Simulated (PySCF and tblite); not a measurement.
Values are calculated unless marked as measured or tabulated.
C4H5N, numbered as in [CH2:1]=[CH:2][CH2:3][C:4]#[N:5].

Search: ETKDG and KDG, MMFF94s, GFN2-xTB, 90 starts; geometries at PBE0-D3(BJ)/def2-SVP. Free energies are PBE0-D3(BJ)/def2-TZVP single points with GFN2-xTB rigid-rotor and vibrational terms (modes under about 100 cm⁻¹ blended into free rotors). Symmetry numbers and mirror images are counted. Conformers within 4 kcal/mol (GFN2-xTB free energy) were kept, 5 at most. Codes: tblite and PySCF.

Torsions listed: C1–C2–C3–C4. Of a mirror pair one member is shown.

| conformer | shape | symmetry | dipole D |
| --- | --- | --- | --- |
| 1 | 0° | Cs | 3.91 |
| 2 | 123° | C1 (pair) | 4.01 |

Question: Which of these conformers is the most populated at 298.15 K, and with what share?

Answer: Conformer 1, about 71 %.

Question: Give the DFT energies and free energies relative to the lowest, and all weights.

Answer: 
```csv
conformer,shape,E(DFT) kcal/mol,G(298.15 K) kcal/mol,weight %
1,0°,0.00,0.00,70.9
2,123°,0.80,0.53,29.1
```

Question: How does its share change from 150 K to 400 K?

Answer: From 91 % to 63 %; the mixing entropy goes from 0.71 to 1.83 cal/(mol K).
